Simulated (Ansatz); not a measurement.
Geometry optimisation, RKS PBE0/def2-SVP (Ansatz 0.2.0).

Input file:

```yaml
crystal:
  periodic: [false, false, false]
  atoms:
    - { symbol: Si, position_ang: [-1.09972, 0.22132, -0.65026] }
    - { symbol: C, position_ang: [0.16845, -0.12975, 0.51864] }
    - { symbol: S, position_ang: [1.85457, 0.40799, 0.25816] }
    - { symbol: H, position_ang: [-0.852, 0.73957, -1.98397] }
    - { symbol: H, position_ang: [-2.49239, -0.0757, -0.35611] }
    - { symbol: H, position_ang: [-0.02114, -0.44708, 1.53289] }
    - { symbol: H, position_ang: [1.558, 1.62515, -0.20929] }
basis:
  gaussian: { orbitals: def2-SVP }
hamiltonian:
  xc: pbe0
relax:
  f_tol: 0.015
  max_steps: 40
```

Run as:

```bash
$ ansatz run input.yaml --threads 1 --pin off --max-ram 2048MiB --backend cpu --events-out ev --progress --plain --runs-dir out
```

**Question.** Where does it end, and by what steps?

**Answer.** It converged. After 9 steps the energy has fallen by 0.231 eV; H7 moved furthest, 0.55 Å.

| step | energy less start (eV) | largest force component (eV/Å) | accepted |
| --- | --- | --- | --- |
| 0 | 0.0000 | 1.400 | yes |
| 1 | -0.0547 | 0.939 | yes |
| 2 | -0.1261 | 0.567 | yes |
| 3 | -0.1623 | 0.741 | yes |
| 4 | -0.2054 | 0.423 | yes |
| 5 | -0.2223 | 0.228 | yes |
| 6 | -0.2273 | 0.144 | yes |
| 7 | -0.2263 | 0.158 | no |
| 8 | -0.2303 | 0.069 | yes |
| 9 | -0.2311 | 0.005 | yes |

```xyz
7
Properties=species:S:1:pos:R:3
Si -1.127 0.247 -0.623
C 0.139 0.057 0.535
S 1.789 0.615 0.593
H -0.944 1.020 -1.877
H -2.454 -0.360 -0.372
H -0.098 -0.532 1.430
H 1.811 1.295 -0.575
```

The run took 27 s on 1 thread of Arm Neoverse V1, on a shared host, peak memory 0.14 GiB.
